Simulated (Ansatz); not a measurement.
`CF` + Cl• → `[CH2]F`• + HCl  (hydrogen abstraction from a C–H bond)

Computed with Ansatz on PBE0-D4/def2-TZVP structures; ΔE is electronic, products minus reactants. CBS: def2 TZ/QZ extrapolation, frozen cores. DFT in def2-TZVPP. No spin–orbit coupling; open shells (•) take unrestricted orbitals. Spin–orbit coupling would lower the free atoms: a little for Cl.

`CF`:

Z-matrix (Å, degrees):
```
C
F 1 1.376
H 1 1.092 2 109.1
H 1 1.092 2 109.1 3 -120.0
H 1 1.092 2 109.1 3 120.0
```

`[CH2]F`•:

Z-matrix (Å, degrees):
```
C
F 1 1.331
H 1 1.082 2 115.1
H 1 1.082 2 115.1 3 -155.6
```

HCl:

```xyz
2

Cl   -0.563   -0.227   -0.201
H     0.563    0.227    0.201
```

| level | ΔE (kcal/mol) |
| --- | --- |
| r2SCAN-D4 | -3.0 |
| CAM-B3LYP-D4 | 1.6 |
| PBE0 | -0.5 |
| CCSD(T)/def2-SVP | 6.0 |

(1) What does CCSD(T)/CBS give? (Best estimate.)

Largest T1 diagnostic among the species: 0.015.

## Answers

(1) Ansatz gave: +1.5 kcal/mol. The listed levels differ from it by -4.5, 0.1, -2.0, 4.5 kcal/mol.

Leaving LDA and LC-ωPBE aside and taking each functional with its dispersion term where it has one, the values, not all of them listed here, spread over 6.7 kcal/mol, from r2SCAN-D4 to BHLYP-D4. LDA lies −2.9 kcal/mol from PBE without D4. From r2SCAN to r2SCAN0 (25 % exact exchange), in def2-TZVPP and without D4, ΔE moves by +1.7 kcal/mol. In def2-TZVPP, CCSD(T) changes the Hartree–Fock value by −4.2 kcal/mol (the triples alone add −0.8 kcal/mol) and MP2 by −5.4 kcal/mol.

CCSD(T)/CBS has its own doubt, a few kJ/mol and more with outer-core shells, so smaller differences from it don't rank the levels.
